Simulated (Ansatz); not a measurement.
AlCl3, SMILES [Cl][Al]([Cl])[Cl] (connectivity only; charge and spin as stated), charge +1, multiplicity 2. Atoms are numbered in the order given.

```xyz
4

Al     0.0000    -0.1300     0.0019
Cl     1.9062    -0.9304     0.0019
Cl    -1.9062    -0.9304     0.0019
Cl     0.0000     1.9908     0.0022
```
Charge +1, spin multiplicity 2.

Geometry optimised at PBE0-D3(BJ)/def2-SVP. The spin state was assumed, not searched. The isomer is the one that the SMILES or the coordinates give; other isomers of the formula were not compared.

Two levels are set side by side: PBE-D3(BJ)/def2-SVP (Ansatz, a program for electronic structure) and PBE0-D3(BJ)/def2-SVP (Ansatz). Each level has its own optimised geometry; the coordinates shown are those of the second. Differences are taken from unrounded values.

| quantity | PBE0-D3(BJ) | PBE-D3(BJ) | PBE-D3(BJ) minus PBE0-D3(BJ) |
|---|---|---|---|
| mean bond length (Å) | 2.085 | 2.104 | 0.019 |
| bond Al1–Cl2 (Å) | 2.067 | 2.104 | 0.036 |
| bond Al1–Cl3 (Å) | 2.067 | 2.104 | 0.036 |
| bond Al1–Cl4 (Å) | 2.121 | 2.104 | -0.017 |

Exact exchange shortens and stiffens bonds; PBE has none. Differences between two approximate levels are no errors against the true value.
